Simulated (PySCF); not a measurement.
Molfile (atoms numbered from 1):
```
CH5ClSi
     RDKit          3D

  8  7  0  0  0  0  0  0  0  0999 V2000
   -0.9171    0.1114   -0.3808 C   0  0  0  0  0  0  0  0  0  0  0  0
    0.7734   -0.2245    0.3097 Si  0  0  0  0  0  4  0  0  0  0  0  0
    1.7237    1.5592    0.7197 Cl  0  0  0  0  0  0  0  0  0  0  0  0
   -1.5243    0.6697    0.3343 H   0  0  0  0  0  0  0  0  0  0  0  0
   -0.8496    0.6899   -1.3042 H   0  0  0  0  0  0  0  0  0  0  0  0
   -1.4235   -0.8326   -0.6010 H   0  0  0  0  0  0  0  0  0  0  0  0
    1.6203   -0.9605   -0.6601 H   0  0  0  0  0  0  0  0  0  0  0  0
    0.7009   -0.9852    1.5808 H   0  0  0  0  0  0  0  0  0  0  0  0
  1  2  1  0
  2  3  1  0
  1  4  1  0
  1  5  1  0
  1  6  1  0
  2  7  1  0
  2  8  1  0
M  END
```

Method: PBE0-D3(BJ)/def2-TZVP structure, shielding tensors at B97-2/pcSseg-2 (GIAO), in PySCF 2.14.0 with density-fitted response routines (averaged over atoms made equivalent by symmetry, fast rotation or ring inversion, in vacuum, relativity neglected, single conformer).

Referencing at the same level of theory: TMS for ¹³C (σ = 185.38 ppm) and ¹H (σ = 31.64 ppm) and ²⁹Si (σ = 348.46 ppm); ³⁵Cl (σ = 941.52 ppm) against HCl.

```json
{"atoms": "Cl3", "nucleus": "³⁵Cl", "count": "1", "δ (ppm)": "?"}
{"atoms": "H4/H5/H6", "nucleus": "¹H", "count": "3", "δ (ppm)": "0.50"}
{"atoms": "H7/H8", "nucleus": "¹H", "count": "2", "δ (ppm)": "5.22"}
{"atoms": "Si2", "nucleus": "²⁹Si", "count": "1", "δ (ppm)": "-9.3"}
{"atoms": "C1", "nucleus": "¹³C", "count": "1", "δ (ppm)": "?"}
```

Problem. Complete the table.

Solution. 
- C1: 0.1 ppm, methyl carbon bonded to Si; an electropositive neighbour leaves it electron-rich and shielded
- Cl3: -40 ppm, chlorine bonded to Si

Shifts are as computed. Against solution values, carbons near 30 ppm lie about +3 ppm off and those near 130 ppm about +7 ppm. Of 1211 compounds with measured shifts, 218 miss one by over three times the rms of a fit or turn the order of signals round; such compounds aren't used in these exercises.
